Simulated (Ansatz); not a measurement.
Reaction (SMILES): OO (H2O2) → O[O-] + H+
B3LYP-D3(BJ)/def2-TZVP geometries, fixed; electronic energies without zero-point terms.

The deprotonation energy at CCSD(T) with Ansatz (a program for electronic structure), in kcal/mol, split into its Hartree-Fock and correlation parts. Cores are frozen. No added dispersion term, no relativity. Functions are those of the species that has most. These sets lack the diffuse functions that anions need.

```json
[
 {"basis": "cc-pVDZ", "X": "2", "functions": "38", "Hartree-Fock": "404.46", "CCSD(T)": "413.45"},
 {"basis": "cc-pVTZ", "X": "3", "functions": "88", "Hartree-Fock": "398.46", "CCSD(T)": "400.44"},
 {"basis": "cc-pVQZ", "X": "4", "functions": "170", "Hartree-Fock": "394.73", "CCSD(T)": "392.74"}
]
```

Worked estimate of the basis-set limit from each neighbouring pair, with Hartree-Fock from the larger set and the correlation part extrapolated as X^-3.
Correlation parts: X = 2: 8.99, X = 3: 1.98, X = 4: -1.99.
- (2,3): (27·(1.98) - 8·(8.99))/19 = -0.97; with Hartree-Fock 398.46 the estimate is 397.49 kcal/mol.
- (3,4): (64·(-1.99) - 27·(1.98))/37 = -4.89; with Hartree-Fock 394.73 the estimate is 389.84 kcal/mol.
The last two estimates differ by 7.65 kcal/mol; the largest set lies 2.90 from the last. Over the last step Hartree-Fock moves by -3.73 and the correlation part by -3.97.
